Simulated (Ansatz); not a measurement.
Results of LDA in Ansatz (plane waves, PAW) for 1T (CdI2-type) TiTe2.

Run with plane-wave cutoff 520 eV, 18×18×8 k mesh (along the axes of the cell as run), Fermi–Dirac smearing 0.05 eV, no spin polarisation, scalar-relativistic PAW data made under PBE.

Computed at the level's own relaxed cell.

Task: Predict the equilibrium lattice constant a, c axis length and bulk modulus B0.

Result: 
* **equilibrium lattice constant a**: 3.666 Å
* **c axis length**: 6.340 Å
* **bulk modulus B0**: 43.4 GPa

The run finds no gap.

Note: the bulk modulus is −V dP/dV from two relaxed cells at ±2 % in volume; the volume lies 8 % below that of the published cell.

Spin–orbit coupling is not included; it can open a gap where bands touch, and shift volumes and moduli.

Computed values are for the static lattice.

Cost on a shared machine: about 6 core-minutes (a rough figure).

Ansatz is an electronic-structure program.
